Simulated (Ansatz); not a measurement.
Input for Ansatz (a program for electronic structure): R-B3LYP/def2-TZVPPD on C2H10N2 (a complex). Files ending in .json are basis or fitting sets from the Basis Set Exchange.

Ansatz 0.2 input:
```yaml
crystal:
  periodic: [false, false, false]
  atoms:
    - {symbol: N, position_ang: [-1.33712436, 0.20160826, -0.62261217]}
    - {symbol: H, position_ang: [-0.50852936, -0.38324474, -0.67295417]}
    - {symbol: H, position_ang: [-1.99895236, -0.18805074, -1.28084817]}
    - {symbol: C, position_ang: [-1.89714236, 0.12209126, 0.72476683]}
    - {symbol: H, position_ang: [-2.79122136, 0.73993726, 0.78598683]}
    - {symbol: H, position_ang: [-2.16122936, -0.88515174, 1.06227183]}
    - {symbol: H, position_ang: [-1.17875936, 0.52936726, 1.43390683]}
    - {symbol: N, position_ang: [1.50815964, -0.69509974, -0.48778717]}
    - {symbol: H, position_ang: [1.80442864, -0.42056174, -1.41577317]}
    - {symbol: H, position_ang: [2.13170964, -1.44278974, -0.21259217]}
    - {symbol: C, position_ang: [1.66838964, 0.44011126, 0.42588783]}
    - {symbol: H, position_ang: [1.39819964, 0.12541526, 1.43154083]}
    - {symbol: H, position_ang: [2.67579964, 0.86188726, 0.46285983]}
    - {symbol: H, position_ang: [0.97584964, 1.22588626, 0.13323083]}
basis:
  gaussian:
    orbitals: def2-TZVPPD.json
hamiltonian:
  xc: {name: B3LYP}
scf: {lower_state_search: off}
```

Problem. Predict the final total energy.

Solution. -191.8130 hartree.
